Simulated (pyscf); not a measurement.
Homolytic dissociation enthalpies at 298 K of Ge–H, H–Si, H–Sn bonds in 8 gas-phase molecules, in kcal/mol. Structures and frequencies: ωB97X-D3(BJ)/def2-SVP in PySCF. Correlated levels are frozen-core, on RHF or UHF. ΔMP2 is the change of the MP2 total energy from the triple- to the quadruple-zeta basis. Both columns use the same structures and thermal terms. Rows were drawn at random from the closed-shell molecules with such a bond whose radicals are computed, keep their shape and have no isomer in the data more than 5 kcal/mol lower.

```
row      molecule           radicals  PBE/def2-TZVP  CCSD(T)/def2-TZVPP + ΔMP2(QZVPP)
---  ------------  -----------------  -------------  --------------------------------
1     H₃C–GeH₂–Cl   H₃C–GeH•–Cl + H•           78.5                              85.7
2     HO–SnH(F)–F   HO–Sn•(F)–F + H•           64.9                              75.7
3    H₂N–SiH₂–NH₂  H₂N–SiH•–NH₂ + H•           86.0                                 ?
4     HO–GeH(F)–F   HO–Ge•(F)–F + H•           78.9                              89.7
5       HO–SiH₂–F     HO–SiH•–F + H•           87.9                              96.0
6        H₃C–SiH₃     H₃C–SiH₂• + H•           86.7                              92.6
7          H₃Ge–I       •H₂Ge–I + H•           76.6                              83.5
8      Cl–GeH₂–Cl    Cl–GeH•–Cl + H•           75.2                              84.0
```

Task: Fit a line that carries the PBE values to the last column and predict row 3.

Result: In the 7 complete rows the last column lies 5.9 to 10.8 kcal/mol from PBE (mean 8.4, median 8.1). Least squares gives y = 20.1 + 0.85·x with residuals of 1.4 kcal/mol (root mean square). For row 3: 20.1 + 0.85 × 86.0 = 93.2 kcal/mol. The computed value is 93.7 kcal/mol, 0.5 over the line. The CCSD(T) − MP2 part came from Ansatz, without density fitting, on the same reference. The frozen core leaves the outer d or s,p core shells of the metals and heavy elements correlated in the MP2 and CC values, and def2-TZVPP describes them poorly, which can shift differences by a few kcal/mol. Elements up to Kr have no core potential and no relativistic terms here. Elements past Kr carry the def2 core potentials, without spin-orbit coupling.
